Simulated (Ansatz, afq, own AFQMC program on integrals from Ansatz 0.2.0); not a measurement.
Two steps: Ansatz 0.2.0 writes the Fock matrix and Cholesky factors of the valence space, and afq projects on them the lowest state that overlaps trial and start.

```yaml
crystal:
  periodic: [false, false, false]
  atoms:
    - {symbol: Ge, position_ang: [-0.279676, -0.002127, 0.000875]}
    - {symbol: N, position_ang: [1.614684, 0.012278, -0.005052]}
    - {symbol: H, position_ang: [-0.771963, 1.453501, 0.003931]}
    - {symbol: H, position_ang: [-0.751362, -0.736741, 1.265415]}
    - {symbol: H, position_ang: [-0.759290, -0.734117, -1.262204]}
basis:
  gaussian: {orbitals: cc-pVDZ}
magnetization: {spin_polarized: false, initial_magnetization: 2}
correlation: {method: ccsd_t, electrons: outside_noble_gas, hamiltonian_folder: ham}
```

```sh
$ ansatz run in.yaml --threads 1 --pin off --events-out ev --progress --plain --max-ram 1382MiB
```

Options of the walk:

```
--method phaseless --trial hf --walkers 120 --populations 1 --least-time 40 --time-step 0.005 --steps-per-block 20 --equilibration-blocks 112 --max-blocks 600 --target-error 0.00126 --factor-cut 1e-05 --start spin_pure --seed 1359 --taylor-order 6
```

Times are imaginary, in 1/Eh. The walk had a cap of 1833 s. Filled inner d shells are frozen with the cores.

Log:

```
orbitals 41  electrons 7 5  factors 330 of 591
reference energy -2131.45171529 Eh
CCSD correlation -0.24322686 Eh in 11 cycles, weight of the determinant in the CISD state 0.8870
energy of the start -2131.451724 Eh
 block  time / (1/Eh)  mean weight  energy / Eh
     1     0.100  1.0019  -2131.507661
     2     0.200  1.0020  -2131.547634
     3     0.300  1.0022  -2131.565474
     4     0.400  1.0018  -2131.589239
     5     0.500  1.0006  -2131.603110
    10     1.000  1.0019  -2131.656522
    86     8.600  0.9992  -2131.694953
   171    17.100  1.0016  -2131.712094
   256    25.600  0.9986  -2131.700217
   273    27.300  1.0008  -2131.673380
   341    34.100  0.9991  -2131.716498
   426    42.600  0.9985  -2131.718897
   460    46.000  0.9989  -2131.733292
   511    51.100  1.0030  -2131.695529
   596    59.600  1.0013  -2131.686205
   681    68.100  0.9989  -2131.712749
   698    69.800  1.0007  -2131.696732
blocks merged  error / Eh  count
     1  0.000639  600
     2  0.000853  300
     4  0.001106  150
     8  0.001382  75
    16  0.001621  37
    32  0.002019  18
    64  0.002213  9
energy -2131.699861 +/- 0.002019 Eh
(rows thinned)
```

The run passed its tests (sampling time, drift between the halves within three errors, error under three times the target), which doesn't prove that it has relaxed. The second half of the sampling lies below the first by 2.0 errors of their difference, so the energy may still be moving and its error bar be too small.

Against this walk (error 55.0 meV) on the same determinant: CCSD(T) 1.1 meV lower (within the noise). The error is statistical and leaves out the bias of the constraint. None of these is a sure reference here.

Cautions: constraint bias not in the error; error above the target (55.0 against 34.3 meV); no relativity below Rb; no spin-orbit coupling; inner d shell frozen; lower spins were not checked.

The walk took 5.3 min on 1 thread of Arm Neoverse V2, on a shared host. The log's last line is the phaseless energy.

A walk keeps the symmetry of its determinant, which the program's search chose and which needn't be the lowest solution, so a lower state of the same spin and another symmetry isn't excluded.
